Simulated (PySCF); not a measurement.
## Ionisation energy of F by level of theory

F [He] 2s2 2p5 (2P) → F⁺ [He] 2s2 2p4 (3P), as a difference of total energies. All numbers are calculated (PySCF 2.14, scalar relativity by spin-free X2C-1e, in x2c-QZVPPall with one added diffuse shell each of s, p, d, f type (8s5p4d3f1g, 73 functions)). Correlated levels: valence: 1s2 frozen. The calculations carry no spin-orbit coupling.

```json
{"method": "UHF", "ionisation energy (eV)": "15.638", "error (eV)": "-1.789"}
{"method": "MP2 (valence)", "ionisation energy (eV)": "17.359", "error (eV)": "-0.068"}
{"method": "SCS-MP2 (valence)", "ionisation energy (eV)": "17.362", "error (eV)": "-0.065"}
{"method": "CCSD (valence)", "ionisation energy (eV)": "17.249", "error (eV)": "-0.178"}
{"method": "CCSD(T) (valence)", "ionisation energy (eV)": "17.312", "error (eV)": "-0.115"}
```

Reference: 17.427 eV (measured; NIST levels, between the centres of gravity of the two terms).

Errors of the correlated levels include the incompleteness of this basis and the frozen core.
